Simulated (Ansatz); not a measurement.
# CCl3F (trichlorofluoromethane): RPA@PBE0/6-31G(d) (spherical functions)

Aim: the energy change on altering one bond length of CCl3F (trichlorofluoromethane) at RPA@PBE0/6-31G* (spherical functions), from 2 runs. 

The results are computed with Ansatz 0.2.0.

51 further runs of the same task are left out: 2 that didn't finish, 49 set aside as unsound or not needed. Runs told in other sessions of the task aren't counted.

## Step 1: Starting point

CCl3F has 5 atoms, charge 0, and is taken as a singlet. SMILES: `FC(Cl)(Cl)Cl`. The coordinates come from a PBE0-D4/def2-TZVP relaxation.

Bond lengths: F1–C2 1.333 Å, C2–Cl3 1.760 Å, C2–Cl4 1.760 Å, C2–Cl5 1.760 Å. Angles: F1–C2–Cl3 108.5°, F1–C2–Cl4 108.5°, F1–C2–Cl5 108.5°, Cl3–C2–Cl4 110.4°, Cl3–C2–Cl5 110.4°, Cl4–C2–Cl5 110.4°.

## Step 2: The energy at RPA@PBE0/6-31G(d) (spherical functions)

Contents of in.yaml:

```yaml
crystal:
  periodic: [false, false, false]
  atoms:
    - {symbol: F, position_ang: [0.911880, -0.820730, 0.677360]}
    - {symbol: C, position_ang: [0.044670, -0.040210, 0.033190]}
    - {symbol: Cl, position_ang: [-1.384510, 0.157610, 1.040990]}
    - {symbol: Cl, position_ang: [-0.379970, -0.814480, -1.489160]}
    - {symbol: Cl, position_ang: [0.807920, 1.517810, -0.262390]}
basis:
  gaussian: {orbitals: 6-31G_st_-spherical.json}
magnetization: {spin_polarized: false}
hamiltonian: {xc: {name: PBE0}}
correlation: {method: rpa, frozen_orbitals: {C: 1, Cl: 5, F: 1}}
accuracy: high
```

The basis set 6-31G* is read from a file made from the Basis Set Exchange's data (not shown).

The run is started by

```sh
ansatz run in.yaml --threads 1 --pin off --max-ram 3480MiB --events-out events.jsonl --progress --plain --runs-dir runs
```

Log:

```text
Warning: RAYON_NUM_THREADS=1 ignored (pool sized by the plan → 1); use --threads N
Functional definition: PBE0
  name "PBE0"
  parameter a = 0.25
  parameter kappa = 0.804
  parameter beta = 0.06672455060314922
  exchange = (1 - a)*pbe_x(kappa = kappa, mu = beta*pi^2/3) + a*exact_x
  correlation = pbe_c(beta = beta)
1786 factors; integrals over basis functions are off by at most 3.3e-9 eV
mean field evaluation 1: about -41301.8659 eV, gradient 2.7e1 eV
mean field evaluation 2: about -41302.0274 eV, gradient 2.7e1 eV
mean field evaluation 4: about -41303.3695 eV, gradient 2.1e0 eV
mean field evaluation 8: about -41303.3823 eV, gradient 3.5e-2 eV
mean field evaluation 16: about -41303.3823 eV, gradient 3.0e-6 eV
mean field -41303.38228986 eV, -1517.8713027141 hartree, gradient 5.4e-8 eV, S^2 0.000000; 0 other end points of the search recorded, 0 dependent functions left out
17 core orbitals not correlated: weight in the atoms' cores, before any rotation towards them, 1.000 or more for the frozen orbitals, at most 0.000 for the correlated occupied ones
reference -41243.84227344 eV, -1515.6832474685 hartree; 16, 16 occupied and 49, 49 virtual orbitals, 1786 factors
Total energy: -41269.99118531 eV, -1516.6442022554 hartree
```

It took 14 s on 1 thread of Arm Neoverse V2, shared host; peak memory 0.29 GiB.

## Step 3: The distorted shape at the same level

Contents of in.yaml:

```yaml
crystal:
  periodic: [false, false, false]
  atoms:
    - symbol: F
      position_ang: [1.041987, -0.937831, 0.774004]
    - symbol: C
      position_ang: [0.044670, -0.040210, 0.033190]
    - symbol: Cl
      position_ang: [-1.384510, 0.157610, 1.040990]
    - symbol: Cl
      position_ang: [-0.379970, -0.814480, -1.489160]
    - symbol: Cl
      position_ang: [0.807920, 1.517810, -0.262390]
basis:
  gaussian: {orbitals: 6-31G_st_-spherical.json}
hamiltonian: {xc: {name: PBE0}}
accuracy: high
correlation: {method: rpa, frozen_orbitals: {C: 1, Cl: 5, F: 1}}
```

The basis set 6-31G* is read from a file made from the Basis Set Exchange's data (not shown).

The run is started by

```sh
ansatz run in.yaml --threads 1 --pin off --max-ram 3480MiB --events-out events.jsonl --progress --plain --runs-dir runs
```

Log (excerpt; [...] marks lines left out):

```text
Warning: RAYON_NUM_THREADS=1 ignored (pool sized by the plan → 1); use --threads N
[... 2 set-up lines as earlier in the session ...]
[...]
1770 factors; integrals over basis functions are off by at most 3.7e-9 eV
[...]
mean field -41302.83798547 eV, -1517.8512998969 hartree, gradient 3.2e-8 eV, S^2 0.000000; 0 other end points of the search recorded, 0 dependent functions left out
17 core orbitals not correlated: weight in the atoms' cores, before any rotation towards them, 1.000 or more for the frozen orbitals, at most 0.000 for the correlated occupied ones
reference -41243.07757070 eV, -1515.6551451611 hartree; 16, 16 occupied and 49, 49 virtual orbitals, 1770 factors
Total energy: -41269.61969259 eV, -1516.6305501497 hartree
```

Wall time 13 s (1 thread of Arm Neoverse V2, shared host); peak memory 0.29 GiB.

## Step 4: Results

Level: RPA@PBE0/6-31G* (spherical functions), 17 core orbitals frozen.

| quantity | value |
| --- | --- |
| first shape: total energy | -1516.64420 Eh |
| first shape: RPA correlation energy (valence) | -961.0 mEh |
| distorted shape: total energy | -1516.63055 Eh |
| distorted shape: RPA correlation energy (valence) | -975.4 mEh |
| energy change with the F1–C2 bond stretched from 1.333 to 1.533 Å | 0.371 eV |

What this shows: With the F1–C2 bond stretched from 1.333 to 1.533 Å the energy rises by 0.37 eV (35.8 kJ/mol). The first shape isn't relaxed at this level, so the change isn't measured from a minimum.
